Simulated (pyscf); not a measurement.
Single points on ωB97X-D3(BJ)/def2-SVP structures (PySCF, gas phase).

**Question.** For the elementary gas-phase step H₃C–N(CH₃)–Ge(OH)(OH)–OH + water (H₂O) → H₃C–NH–CH₃ + HO–Ge(OH)(OH)–OH (singlet surface; Ge–N, H–O broken, H–N, Ge–O formed), what barrier and reaction energy does ωB97M-D3(BJ)/def2-TZVP give, measured from the separated reactants?

**Answer.** ΔE‡ = 0.20 eV, ΔE = -0.30 eV. Zero-point energy shifts the barrier by +0.04 eV. It is a four-centre exchange, with an imaginary mode of 904i cm⁻¹. On the reactant side the descent ends in a bound adduct, 0.47 eV under the separated species and 0.65 eV under the saddle at ωB97X-D3(BJ)/def2-TZVP. On the product side the descent ends in an adduct with a Ge–N contact (not fully relaxed), 0.64 eV under the separated species and 1.07 eV under the saddle at ωB97X-D3(BJ)/def2-TZVP. What is counted as broken (Ge–N) persists as a longer contact in the product adduct; parting that adduct is a step of its own. H₃C–NH–CH₃ lies 0.34 eV over its isomer H₃C–CH₂–NH₂ (electronic energy, ωB97M-D3(BJ)/def2-TZVP). This is the saddle that the search found; another between the same sides may lie lower. Elements up to Kr have no core potential and no relativistic terms here.
